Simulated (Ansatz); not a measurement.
Results of B3LYP (VWN-RPA form) (Ansatz, a program for electronic structure, PAW) for fluorite CdF2.

Numerical settings: plane-wave cutoff 460 eV, 8×8×8 k mesh, Fermi–Dirac smearing 0.01 eV, scalar-relativistic PAW data made under PBE.

Equation-of-state points:

| V (Å³/atom) | E − E_lowest (meV/atom) |
|---|---|
| 12.855 | 12.96 |
| 13.070 | 6.12 |
| 13.532 | 0.00 |
| 13.870 | 1.98 |
| 14.209 | 8.62 |

### Question
Estimate the bulk modulus and its pressure derivative from these points.

### Answer
V0 = 13.568 Å³/atom, B0 = 100 GPa, B′ = 4.8 (fit to the energies at full precision).

The computed numbers hold no vibrational or temperature effects.
